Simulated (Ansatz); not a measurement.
## Worked example: H2Al–PH2⁺, doublet against H2Al–PH2, singlet

Geometry (PBE0/def2-TZVP stationary point of a singlet), kept for both states (H2Al–PH2, singlet: A'; H2Al–PH2⁺, doublet: A'):

```xyz
6

Al   -0.0378    0.0000    1.2136
P     0.0900    0.0000   -1.1052
H    -0.0211   -1.3802    1.9955
H    -0.0211    1.3802    1.9955
H    -0.8560   -1.0483   -1.2577
H    -0.8560    1.0483   -1.2577
```

Basis cc-pVTZ; Ansatz 0.2.0. Correlated methods freeze the noble-gas cores. R marks a restricted (for open shells ROHF) determinant, U an unrestricted one.

Full CI isn't at hand for all of this; UCCSDT(Q) serves as the reference, and is uncertain by about the last step of the cluster series.

```tsv
level	E(H2Al–PH2, singlet) (hartree)	E(H2Al–PH2⁺, doublet) (hartree)
UHF	-585.001378	-584.691056
UMP2	-585.245340	-584.896300
UCCSD(T)	-585.295660	-584.947312
PBE	-585.886116	-585.543416
r2SCAN	-586.137421	-585.793454
UCCSDT(Q)	-585.297364	-584.949090
```

Problem. Give the vertical gap, H2Al–PH2⁺ doublet less H2Al–PH2 singlet, at each level in eV (1 hartree = 27.2114 eV), and each error against UCCSDT(Q).

Solution. UCCSDT(Q): (-584.949090 − (-585.297364)) × 27.2114 = 9.477 eV (the reference)
r2SCAN: (-585.793454 − (-586.137421)) × 27.2114 = 9.360 eV, error -0.117 eV
PBE: (-585.543416 − (-585.886116)) × 27.2114 = 9.325 eV, error -0.152 eV
UCCSD(T): (-584.947312 − (-585.295660)) × 27.2114 = 9.479 eV, error 0.002 eV
UMP2: (-584.896300 − (-585.245340)) × 27.2114 = 9.498 eV, error 0.021 eV
UHF: (-584.691056 − (-585.001378)) × 27.2114 = 8.444 eV, error -1.033 eV

Total energies of functionals can't be set beside those of wave-function methods, since they hold the core's correlation and their own absolute errors; only the differences compare.

The reference still carries a basis error, for a change of charge of the order of 0.1 eV, so smaller errors of functionals can't be ranked.

Each level lands on the state that its own search finds. T1 diagnostics of restricted CCSD: 0.013 and 0.033.
